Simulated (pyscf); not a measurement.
Structures and frequencies: ωB97X-D3(BJ)/def2-SVP in PySCF.

Problem. `[GeH3]` [doublet] + `[SiH4]` -> `[SiH3][GeH3]` + `[H]` [doublet]
Surface: doublet. Broken: H–Si. Formed: Ge–Si. Give ΔE‡ and ΔE from ωB97X-D3(BJ)/def2-TZVP, relative to the separated reactants.

Solution. ΔE‡ = 80.3 kJ/mol, ΔE = +61.8 kJ/mol. CCSD(T)/def2-TZVPP + ΔMP2(QZVPP) gives 102.8 kJ/mol and +82.3 kJ/mol. Zero-point energy shifts the barrier by -6.3 kJ/mol. It is a substitution at Si, with an imaginary mode of 564i cm⁻¹. One saddle was located; it need not be the lowest between these sides. The angle at the attacked Si is 180°. The CCSD(T) − MP2 part came from Ansatz, without density fitting, on the same reference. The frozen core leaves the outer d or s,p core shells of the metals and heavy elements correlated in the MP2 and CC values, and def2-TZVPP describes them poorly, which can shift differences by a few kcal/mol. Elements up to Kr have no core potential and no relativistic terms here.
